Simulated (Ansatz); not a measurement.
Two structures of C$_{3}$H$_{7}$, doublet, reached by relaxing down either side of one saddle point (PBE0-D4/def2-TZVP). Energies are electronic, without zero-point energy. Ansatz 0.2.0; basis: def2-TZVPP and def2-QZVPP; cores frozen in the correlated methods; orbitals are unrestricted. Extrapolation: Hartree–Fock as exp(−7.88 √X), correlation as X^−2.97. First:

```xyz
10
angstrom
H 0.0019 -1.2793 0.8837
C 0.4525 -0.8145 0.0156
C 0.6475 0.6697 0.0350
C -0.4084 0.0649 -0.8369
H -2.0735 0.2397 2.3573
H 1.2042 -1.4203 -0.4745
H 1.5320 1.0731 -0.4420
H 0.3294 1.2127 0.9163
H -0.2420 0.0570 -1.9069
H -1.4436 0.1972 -0.5478
```

Second:

H1  (-1.205, -0.672, 1.933)
C2  (0.577, -0.757, -0.172)
C3  (0.784, 0.685, -0.120)
C4  (-0.291, 0.068, -1.005)
H5  (-1.735, -0.363, 2.362)
H6  (1.232, -1.587, -0.388)
H7  (1.670, 1.109, -0.584)
H8  (0.440, 1.234, 0.753)
H9  (-0.150, 0.063, -2.082)
H10  (-1.322, 0.220, -0.698)
(Å)

Task: Which bonds change from the first to the second?

Result: C₃H₆ (C1CC1) + H → C₃H₅ ([CH]1[CH2][CH2]1) + H₂; bonds formed: H1–H5; bonds broken: H1–C2.

Task: Give the saddle point's structure and its height above each. (To be estimated.)

Result: Computed: 0.650 eV above the first and 0.379 eV above the second (CCSD(T) at an estimated basis limit (MP2 extrapolated from triple and quadruple zeta, plus CCSD(T) − MP2 in triple zeta)).
H1  (-0.696, -0.715, 1.344)
C2  (0.217, -0.630, 0.176)
C3  (0.701, 0.737, -0.064)
C4  (-0.366, 0.123, -0.943)
H5  (-1.244, -0.704, 2.003)
H6  (0.788, -1.547, 0.124)
H7  (1.701, 0.872, -0.464)
H8  (0.386, 1.522, 0.616)
H9  (-0.112, -0.170, -1.957)
H10  (-1.375, 0.510, -0.834)
(Å)

No T1 diagnostic of these runs exceeds 0.014. ⟨S²⟩ of the unrestricted Hartree–Fock references: 0.75 to 0.78 (a pure state has 0.75).

Labels in which every atom is bracketed show which atoms are joined, not bond orders.

For scale, one of the runs: CCSD(T)/def2-TZVPP, 191 basis functions (an equivalent command: `ansatz run in.yaml --threads 4`). Time: 70 s of wall clock on 4 CPU threads; the host was shared. Peak host memory: 5.6 GiB.
